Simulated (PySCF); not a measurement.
Work out the structure from these simulated measurements.

Formula: C2H8B; charge -1.

- 13C NMR: chemical shifts (computed TMS as zero) by class: 23.3 (1 C), 18.0 (1 C) ppm [GIAO PBE0/pcSseg-1]
- XPS: B1s 187.3, C1s 284.3, C1s 285.7 eV [ΔSCF SCAN, pcX-2 on the ionised atom, pcseg-1 elsewhere, spin-free X2C]
- 1H NMR: chemical shifts (computed TMS as zero) by class: 0.78 (3 H), 0.76 (3 H), 0.15 (2 H) ppm [GIAO PBE0/pcSseg-1]
- Rotational structure: rotational constants A, B, C: 27.305, 7.901, 7.016 GHz [PBE0-D3(BJ)/def2-SVP]
- Couplings: largest of the computed one-bond spin–spin couplings (means over like bonds): 13C–1H +125.3 (×3), 13C–1H +116.5 (×2), 11B–1H +87.8 (×3), 13C–11B +45.6, 13C–13C +33.6 Hz [B3LYP/pcJ-1, spin–dipole term left out for some pairs]
- NMR, other nuclei: isotropic shieldings of nuclei other than C and H, by class: 134 (1 B) ppm [GIAO PBE0/pcSseg-1]

Gas-phase values; electronic properties from PySCF, density fitting. Levels stand in brackets. Isolated species at its PBE0-D3(BJ)/def2-SVP geometry, gas phase. No diffuse functions stand in pcJ-1 and pcSseg-1, which bears on an anion's orbital energies. NMR classes are plain means over equivalent atoms (diastereotopic ones count apart unless rotation or inversion swaps them), as if these changed places fast.

Problem. Propose a structure and show how it fits.

Solution. Numbering: `[BH3-:1][CH2:2][CH3:3]`. 2 carbons fall into 2 classes; from least to most shielded: methyl carbon [C3] (23.3 ppm), sp3 carbon bound to boron [C2] (18.0 ppm). Hydrogen classes from least to most shielded: 3 H on a methyl carbon, C3 (0.78 ppm), 3 H on a four-coordinate boron, B1 (0.76 ppm), 2 H on an sp3 carbon bound to boron, C2 (0.15 ppm). The other shieldings belong to: 134 ppm, four-coordinate boron [B1]. The couplings run between: +125.3 Hz, methyl carbon [C3] and its hydrogen (with 2 like pairs); +116.5 Hz, sp3 carbon bound to boron [C2] and its hydrogen (with 1 like pair); +87.8 Hz, four-coordinate boron [B1] and its hydrogen (with 2 like pairs); +45.6 Hz, sp3 carbon bound to boron [C2] and four-coordinate boron [B1]; +33.6 Hz, sp3 carbon bound to boron [C2] and methyl carbon [C3]. The core levels belong to: B1s 187.3 eV, four-coordinate boron [B1]; C1s 284.3 eV, sp3 carbon bound to boron [C2]; C1s 285.7 eV, methyl carbon [C3]. The optimised geometry has point group Cs and is an asymmetric top. Structure: `[BH3-]CC`. The assignments are read from this structure; whether some other isomer fits the data as well wasn't checked.
